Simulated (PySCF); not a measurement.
# SiO: relaxation and vibrations of the singlet

The task is one start of a wider search on SiO: the singlet, from a linear start. It is relaxed, tested by its Hessian and followed downhill if it is a saddle.

The runs use PySCF 2.14.0; B3LYP, basis Si def2-TZVP, O def2-TZVP, no relativity, density fitting.

### 1 The starting structure

2 atoms, charge 0, spin multiplicity 1.

Bond lengths: Si1–O2 1.611 Å.

```xyz
2
charge 0 multiplicity 1
Si    0.0000    0.0000    0.0000
O     0.0000    0.0000    1.6110
```

### 2 First SCF at the start

One driver script runs all steps and calls PySCF; scf.py shows how it sets up the SCF of each step. The optimiser is the driver's own. After this first run the driver tries any further starts and a stability analysis.

scf.py

```python
from pyscf import gto, scf, dft
mol = gto.M(atom='''
Si     0.000000     0.000000     0.000000
O      0.000000     0.000000     1.611000''',
    basis={'Si': 'def2-TZVP', 'O': 'def2-TZVP'},
    charge=0, spin=0)
mf = dft.RKS(mol, xc='B3LYP')
mf.grids.atom_grid = (50, 194)
aux = {'Si': 'def2-universal-JKFIT', 'O': 'def2-universal-JKFIT'}
mf = mf.density_fit(auxbasis=aux)
mf.conv_tol = 1e-08
mf.diis_space = 10
mf.max_cycle = 60
mf.init_guess = 'minao'
mf.verbose = 4
mf.kernel()
```

Launch:

```bash
OMP_NUM_THREADS=2 python axn.py task.json out
```

The runs that follow: Linear start, singlet: relaxation; Is it a minimum? Harmonic modes.

What does the calculation give? Wanted: minimum; geometry; wavenumbers; dipole moment; highest occupied, lowest empty level; polar-tensor charge of Si1; zero-point energy; atomisation energy.

**Answer**, as computed:

| quantity | value |
| --- | --- |
| minimum | singlet, C∞v |
| geometry | Si–O 1.513 Å |
| wavenumbers (cm⁻¹) | 1257 (σ+) |
| dipole moment | 3.12 D |
| highest occupied, lowest empty level | -8.55, -2.15 eV |
| polar-tensor charge of Si1 | +0.53 e |
| zero-point energy | 7.5 kJ/mol |
| entropy at 298.15 K | 211.5 J/(mol K) |
| atomisation energy (no zero-point energy) | 783 kJ/mol |

The molecule stays C∞v, as typed, and the end point is a minimum. The strongest infrared band lies at 1257 cm⁻¹ (σ+, stretch). Other starts or spin states, not run here, may lie lower.
